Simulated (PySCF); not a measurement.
Structure problem from calculated spectra and properties.

Formula: CH6Si.

* Dipole: 0.76 D [PBE0/pcSseg-1]
* 1H NMR: chemical shifts (computed TMS as zero) by class: 3.89 (3 H), 0.20 (3 H) ppm [GIAO PBE0/pcSseg-1]
* 13C NMR: chemical shifts (computed TMS as zero) by class: -10.2 (1 C) ppm [GIAO PBE0/pcSseg-1]
* NMR, other nuclei: isotropic shieldings of nuclei other than C and H, by class: 421 (1 Si) ppm [GIAO PBE0/pcSseg-1]
* Rotational structure: rotational constants A, B, C: 55.437, 10.853, 10.853 GHz [PBE0-D3(BJ)/def2-SVP]

Electronic properties: PySCF, gas phase, density fitting. Levels stand in brackets. Isolated species at its PBE0-D3(BJ)/def2-SVP geometry, gas phase. NMR values are class means; diastereotopic atoms form classes of their own.

Problem. What is the compound? Reason from the data.

Solution. Its formula, CH6Si, gives 0 degrees of unsaturation, so no ring and no π bond. The one carbon: Si-methyl carbon (-10.2 ppm). Hydrogen classes from least to most shielded: 3 H on an SiH3 silicon (3.89 ppm), 3 H on an Si-methyl carbon (0.20 ppm). The other shieldings belong to: 421 ppm, SiH3 silicon. The optimised geometry has point group C3v and is a prolate symmetric top. Structure: `C[SiH3]`.
